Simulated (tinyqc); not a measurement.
Extended Hueckel theory, for HCl+, step by step. The parameters take no account of the charge, which enters only through the electron count. One step of it, computed by the program tinyqc.

Question. Mulliken analysis. P = C n C^T; charge = valence electrons (Cl 7, H 1) minus the sum of (P S)_ii on the atom; overlap population = 2 sum P_ij S_ij between two atoms.

coefficients:
```
               MO1        MO2       MO3        MO4        MO5
1Cl 3s    0.869771  -0.299520  0.000000   0.000000  -0.814191
1Cl 3px   0.000000   0.000000  0.946668  -0.322209   0.000000
1Cl 3py   0.000000   0.000000  0.322209   0.946668   0.000000
1Cl 3pz  -0.030294   0.771645  0.000000   0.000000  -1.061852
2H 1s     0.235211   0.338228  0.000000   0.000000   1.436413
```

occupations: 2.000000  2.000000  1.500000  1.500000  0.000000

overlap S, lower triangle:
```
           1Cl 3s   1Cl 3px   1Cl 3py   1Cl 3pz     2H 1s
1Cl 3s   1.000000
1Cl 3px  0.000000  1.000000
1Cl 3py  0.000000  0.000000  1.000000
1Cl 3pz  0.000000  0.000000  0.000000  1.000000
2H 1s    0.477491  0.000000  0.000000  0.569363  1.000000
```

Give: charges; Overlap populations.

Answer.

charges: 1Cl 0.7272, 2H 0.2728

Overlap populations:
```
pair     value
2-1   0.775419
```
